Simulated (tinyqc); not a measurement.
UHF in the sto-3g basis, for H2O+, spin multiplicity 2, step by step (part 2 of 2). Computed by tinyqc, a small Python program that keeps every step (integrals from PySCF). Command: `OMP_NUM_THREADS=1 python tinyqc.py 31147 31148 out.jsonl` (the two numbers bound the seeds that draw the settings). One thread of a shared host (Intel(R) Xeon(R) Processor @ 2.60GHz), about 0.1 s of CPU time with the checks.

Geometry (angstrom):

| atom | x | y | z |
|---|---|---|---|
| O | 0.000000 | 0.000000 | 0.000000 |
| H | 0.000000 | 1.045000 | 0.887000 |
| H | 0.000000 | -1.045000 | 0.887000 |

## Iteration 2: DIIS over 2 matrices

error matrix X^T (FDS - SDF) X (alpha):
```
           1          2         3          4          5          6          7
1   0.000000  -0.004491  0.000000   0.000000  -0.012069   0.017118   0.017118
2   0.004491   0.000000  0.000000   0.000000   0.031264  -0.055587  -0.055587
3   0.000000   0.000000  0.000000   0.000000   0.000000   0.000000   0.000000
4   0.000000   0.000000  0.000000   0.000000   0.000000  -0.032025   0.032025
5   0.012069  -0.031264  0.000000   0.000000   0.000000  -0.030214  -0.030214
6  -0.017118   0.055587  0.000000   0.032025   0.030214   0.000000   0.000000
7  -0.017118   0.055587  0.000000  -0.032025   0.030214   0.000000   0.000000
```

B (overlaps of the stored error matrices):
```
                1               2
1   4.6099766e-01  -6.2403037e-03
2  -6.2403037e-03   3.6722796e-02
```

Minimise |sum c_i e_i|^2 with sum c_i = 1: solve [B -1; -1 0][c; lambda] = [0; -1] with B_ij = tr e_i^T e_j summed over both spins, and take F = sum c_i F_i.

DIIS coefficients: 0.084208  0.915792

extrapolated F(alpha) (hartree), lower triangle:
```
             1O 1s      1O 2s     1O 2px     1O 2py     1O 2pz      2H 1s      3H 1s
1O 1s   -20.926342
1O 2s    -5.329279  -2.956463
1O 2px    0.000000   0.000000  -1.008658
1O 2py    0.000000   0.000000   0.000000  -0.791216
1O 2pz   -0.021228  -0.059523   0.000000   0.000000  -0.831417
2H 1s    -0.471169  -0.631175   0.000000  -0.354491  -0.320942  -0.566773
3H 1s    -0.471169  -0.631175   0.000000   0.354491  -0.320942  -0.158562  -0.566773
```

extrapolated F(beta) (hartree), lower triangle:
```
             1O 1s      1O 2s     1O 2px     1O 2py     1O 2pz      2H 1s      3H 1s
1O 1s   -20.899306
1O 2s    -5.289961  -2.759255
1O 2px    0.000000   0.000000  -0.123569
1O 2py    0.000000   0.000000   0.000000  -0.716544
1O 2pz   -0.020892  -0.043939   0.000000   0.000000  -0.769808
2H 1s    -0.466792  -0.608791   0.000000  -0.352990  -0.317250  -0.584493
3H 1s    -0.466792  -0.608791   0.000000   0.352990  -0.317250  -0.156746  -0.584493
```

## Iteration 2: diagonalisation and new density

X, lower triangle:
```
            1O 1s      1O 2s    1O 2px     1O 2py     1O 2pz      2H 1s     3H 1s
1O 1s    1.022741
1O 2s   -0.128817   1.073243
1O 2px   0.000000   0.000000  1.000000
1O 2py   0.000000   0.000000  0.000000   1.029005
1O 2pz  -0.003700   0.031119  0.000000   0.000000   1.018868
2H 1s    0.013136  -0.131810  0.000000  -0.104012  -0.080257   1.051355
3H 1s    0.013136  -0.131810  0.000000   0.104012  -0.080257  -0.036056  1.051355
```

Diagonalise F' = X^T F X, C = X C', fill 5 alpha and 4 beta electrons from the bottom; D(s) = C_occ C_occ^T. Each column has its largest component positive (the first on a tie).

F' = X^T F X (alpha) (hartree), lower triangle:
```
            1          2          3          4          5          6          7
1  -20.554906
2   -2.681192  -1.978482
3    0.000000   0.000000  -1.008658
4    0.000000   0.000000   0.000000  -0.694850
5   -0.035709   0.021262   0.000000   0.000000  -0.767246
6   -0.015526  -0.271065   0.000000  -0.273475  -0.223358  -0.377987
7   -0.015526  -0.271065   0.000000   0.273475  -0.223358  -0.038550  -0.377987
```

orbital energies (alpha) (hartree): MO1 -20.934482, MO2 -1.713456, MO3 -1.008658, MO4 -0.942768, MO5 -0.919392, MO6 -0.149841, MO7 -0.091518

coefficients C (alpha):
```
              MO1        MO2       MO3        MO4        MO5        MO6        MO7
1O 1s    0.994655  -0.254145  0.000000   0.000000   0.054073   0.078093   0.000000
1O 2s    0.022199   0.977367  0.000000   0.000000  -0.259561  -0.425501   0.000000
1O 2px   0.000000   0.000000  1.000000   0.000000   0.000000   0.000000   0.000000
1O 2py   0.000000   0.000000  0.000000   0.786915   0.000000   0.000000  -0.679157
1O 2pz   0.001972   0.069731  0.000000   0.000000   0.853617  -0.564293   0.000000
2H 1s   -0.002937   0.079245  0.000000   0.327393   0.250738   0.685745   0.703466
3H 1s   -0.002937   0.079245  0.000000  -0.327393   0.250738   0.685745  -0.703466
```

F' = X^T F X (beta) (hartree), lower triangle:
```
            1          2          3          4          5          6          7
1  -20.533624
2   -2.668070  -1.773635
3    0.000000   0.000000  -0.123569
4    0.000000   0.000000   0.000000  -0.616848
5   -0.037364   0.041221   0.000000   0.000000  -0.703753
6   -0.015714  -0.272439   0.000000  -0.277546  -0.224981  -0.399721
7   -0.015714  -0.272439   0.000000   0.277546  -0.224981  -0.038120  -0.399721
```

orbital energies (beta) (hartree): MO1 -20.906029, MO2 -1.537280, MO3 -0.901960, MO4 -0.873809, MO5 -0.131733, MO6 -0.123569, MO7 -0.076489

coefficients C (beta):
```
              MO1        MO2        MO3        MO4        MO5       MO6        MO7
1O 1s    0.995183  -0.246761   0.000000   0.064732   0.086494  0.000000   0.000000
1O 2s    0.020086   0.948826   0.000000  -0.306337  -0.457871  0.000000   0.000000
1O 2px   0.000000   0.000000   0.000000   0.000000   0.000000  1.000000   0.000000
1O 2py   0.000000   0.000000   0.746097   0.000000   0.000000  0.000000   0.723760
1O 2pz   0.001854   0.071705   0.000000   0.831059  -0.596784  0.000000   0.000000
2H 1s   -0.002676   0.117512   0.367739   0.271227   0.672327  0.000000  -0.683241
3H 1s   -0.002676   0.117512  -0.367739   0.271227   0.672327  0.000000   0.683241
```

D(alpha) after iteration 2, lower triangle:
```
            1O 1s      1O 2s    1O 2px     1O 2py    1O 2pz      2H 1s     3H 1s
1O 1s    1.056853
1O 2s   -0.240348   1.023110
1O 2px   0.000000   0.000000  1.000000
1O 2py   0.000000   0.000000  0.000000   0.619235
1O 2pz   0.030397  -0.153369  0.000000   0.000000  0.733529
2H 1s   -0.009503   0.012304  0.000000   0.257631  0.219554   0.176344
3H 1s   -0.009503   0.012304  0.000000  -0.257631  0.219554  -0.038029  0.176344
```

D(beta) after iteration 2, lower triangle:
```
            1O 1s      1O 2s    1O 2px     1O 2py    1O 2pz      2H 1s     3H 1s
1O 1s    1.055470
1O 2s   -0.233973   0.994516
1O 2px   0.000000   0.000000  0.000000
1O 2py   0.000000   0.000000  0.000000   0.556661
1O 2pz   0.037947  -0.186511  0.000000   0.000000  0.695804
2H 1s   -0.014103   0.028358  0.000000   0.274369  0.233827   0.222612
3H 1s   -0.014103   0.028358  0.000000  -0.274369  0.233827  -0.047852  0.222612
```

## Iteration 16 (converged): orbitals

converged F(alpha) (hartree), lower triangle:
```
             1O 1s      1O 2s     1O 2px     1O 2py     1O 2pz      2H 1s      3H 1s
1O 1s   -20.936408
1O 2s    -5.340214  -3.030006
1O 2px    0.000000   0.000000  -1.031887
1O 2py    0.000000   0.000000   0.000000  -0.933304
1O 2pz   -0.016499  -0.083084   0.000000   0.000000  -0.945060
2H 1s    -0.472567  -0.614271   0.000000  -0.330947  -0.298902  -0.431344
3H 1s    -0.472567  -0.614271   0.000000   0.330947  -0.298902  -0.146807  -0.431344
```

converged F(beta) (hartree), lower triangle:
```
             1O 1s      1O 2s     1O 2px     1O 2py     1O 2pz      2H 1s      3H 1s
1O 1s   -20.892529
1O 2s    -5.274901  -2.725113
1O 2px    0.000000   0.000000  -0.117097
1O 2py    0.000000   0.000000   0.000000  -0.577532
1O 2pz   -0.016549  -0.026768   0.000000   0.000000  -0.615117
2H 1s    -0.465843  -0.595469   0.000000  -0.357904  -0.332478  -0.695500
3H 1s    -0.465843  -0.595469   0.000000   0.357904  -0.332478  -0.159397  -0.695500
```

As before.

F' = X^T F X (alpha) (hartree), lower triangle:
```
            1          2          3          4          5          6          7
1  -20.563977
2   -2.680566  -2.066966
3    0.000000   0.000000  -1.031887
4    0.000000   0.000000   0.000000  -0.852704
5   -0.026392  -0.017120   0.000000   0.000000  -0.892300
6   -0.017982  -0.257863   0.000000  -0.245402  -0.198496  -0.246504
7   -0.017982  -0.257863   0.000000   0.245402  -0.198496  -0.039582  -0.246504
```

orbital energies (alpha) (hartree): MO1 -20.944936, MO2 -1.779620, MO3 -1.031887, MO4 -1.003841, MO5 -0.978000, MO6 -0.106773, MO7 -0.055785

coefficients C (alpha):
```
              MO1        MO2       MO3        MO4        MO5        MO6        MO7
1O 1s    0.994510  -0.258476  0.000000   0.000000   0.044752   0.071333   0.000000
1O 2s    0.022774   0.998658  0.000000   0.000000  -0.205897  -0.404885   0.000000
1O 2px   0.000000   0.000000  1.000000   0.000000   0.000000   0.000000   0.000000
1O 2py   0.000000   0.000000  0.000000   0.884695   0.000000   0.000000  -0.545715
1O 2pz   0.001795   0.096661  0.000000   0.000000   0.919765  -0.443443   0.000000
2H 1s   -0.002980   0.043118  0.000000   0.211645   0.158577   0.715813   0.746496
3H 1s   -0.002980   0.043118  0.000000  -0.211645   0.158577   0.715813  -0.746496
```

F' = X^T F X (beta) (hartree), lower triangle:
```
            1          2          3          4          5          6          7
1  -20.530027
2   -2.655982  -1.748272
3    0.000000   0.000000  -0.117097
4    0.000000   0.000000   0.000000  -0.469896
5   -0.035399   0.064750   0.000000   0.000000  -0.538699
6   -0.019453  -0.249442   0.000000  -0.285774  -0.246037  -0.518916
7   -0.019453  -0.249442   0.000000   0.285774  -0.246037  -0.034420  -0.518916
```

orbital energies (beta) (hartree): MO1 -20.898711, MO2 -1.508737, MO3 -0.881407, MO4 -0.835530, MO5 -0.127355, MO6 -0.117097, MO7 -0.072986

coefficients C (beta):
```
              MO1        MO2        MO3        MO4        MO5       MO6        MO7
1O 1s    0.995388  -0.244638   0.000000   0.079801  -0.077064  0.000000   0.000000
1O 2s    0.019254   0.941115   0.000000  -0.388276   0.409065  0.000000   0.000000
1O 2px   0.000000   0.000000   0.000000   0.000000   0.000000  1.000000   0.000000
1O 2py   0.000000   0.000000   0.616069   0.000000   0.000000  0.000000   0.837226
1O 2pz   0.001562   0.052246   0.000000   0.695541   0.751961  0.000000   0.000000
2H 1s   -0.002523   0.129861   0.475713   0.400299  -0.601909  0.000000  -0.612983
3H 1s   -0.002523   0.129861  -0.475713   0.400299  -0.601909  0.000000   0.612983
```

D(alpha) after iteration 16, lower triangle:
```
            1O 1s      1O 2s    1O 2px     1O 2py    1O 2pz      2H 1s     3H 1s
1O 1s    1.057863
1O 2s   -0.244695   1.040230
1O 2px   0.000000   0.000000  1.000000
1O 2py   0.000000   0.000000  0.000000   0.782684
1O 2pz   0.017961  -0.092805  0.000000   0.000000  0.855314
2H 1s   -0.007012   0.010341  0.000000   0.187241  0.150016   0.071808
3H 1s   -0.007012   0.010341  0.000000  -0.187241  0.150016  -0.017779  0.071808
```

D(beta) after iteration 16, lower triangle:
```
            1O 1s      1O 2s    1O 2px     1O 2py    1O 2pz      2H 1s     3H 1s
1O 1s    1.057013
1O 2s   -0.242052   1.036827
1O 2px   0.000000   0.000000  0.000000
1O 2py   0.000000   0.000000  0.000000   0.379541
1O 2pz   0.044278  -0.220862  0.000000   0.000000  0.486510
2H 1s   -0.002336  -0.033261  0.000000   0.293072  0.285205   0.403412
3H 1s   -0.002336  -0.033261  0.000000  -0.293072  0.285205  -0.049193  0.403412
```

## Convergence

Stop when the energy changes by less than 1e-10 hartree and every element of the error matrix X^T (F D S - S D F) X (for each spin) is below 3e-06.

Course of the cycle:

| iteration | E (hartree) | change | largest element of the error matrix |
|---|---|---|---|
| 1 | -74.22958343 | - | 1.63e-01 |
| 2 | -74.53226994 | -3.03e-01 | 5.56e-02 |
| 3 | -74.54558065 | -1.33e-02 | 1.42e-02 |
| 4 | -74.54786137 | -2.28e-03 | 1.02e-02 |
| 5 | -74.54889068 | -1.03e-03 | 7.80e-03 |
| 6 | -74.55037404 | -1.48e-03 | 7.12e-03 |
| 7 | -74.55536549 | -4.99e-03 | 4.52e-03 |
| 8 | -74.55484032 | 5.25e-04 | 5.01e-03 |
| 9 | -74.55546281 | -6.22e-04 | 1.70e-03 |
| 10 | -74.55551106 | -4.83e-05 | 1.98e-04 |
| 11 | -74.55551126 | -2.04e-07 | 1.78e-04 |
| 12 | -74.55551181 | -5.49e-07 | 4.24e-05 |
| 13 | -74.55551183 | -2.02e-08 | 1.30e-05 |
| 14 | -74.55551183 | -1.56e-09 | 6.64e-06 |
| 15 | -74.55551183 | -6.71e-10 | 6.15e-07 |
| 16 | -74.55551183 | -2.34e-12 | 1.87e-07 |

PySCF UHF in the same basis, after a stability check = -74.55551183 hartree

Converged in 16 iterations.

## Populations, bond orders and dipole

overlap S, lower triangle:
```
           1O 1s     1O 2s    1O 2px     1O 2py    1O 2pz     2H 1s     3H 1s
1O 1s   1.000000
1O 2s   0.236704  1.000000
1O 2px  0.000000  0.000000  1.000000
1O 2py  0.000000  0.000000  0.000000   1.000000
1O 2pz  0.000000  0.000000  0.000000   0.000000  1.000000
2H 1s   0.020490  0.249400  0.000000   0.182820  0.155178  1.000000
3H 1s   0.020490  0.249400  0.000000  -0.182820  0.155178  0.102659  1.000000
```

Mulliken: Z minus the diagonal of D S on the atom; Loewdin: the same with S^(1/2) D S^(1/2); Mayer order: 2 sum_s sum (D(s) S)_ij (D(s) S)_ji over the two atoms.

Charges (e):

| atom | Mulliken | Loewdin | Mulliken spin |
|---|---|---|---|
| 1O | 0.235569 | 0.295508 | 1.715853 |
| 2H | 0.382216 | 0.352246 | -0.357927 |
| 3H | 0.382216 | 0.352246 | -0.357927 |

Mayer bond orders:

| pair | order |
|---|---|
| 2-1 | 0.723789 |
| 3-1 | 0.723789 |
| 3-2 | 0.002011 |

dipole moment about the origin, x y z (debye): 0.000000  0.000000  3.766737

<S^2> of the determinant (pure state: 0.75) = 1.030880
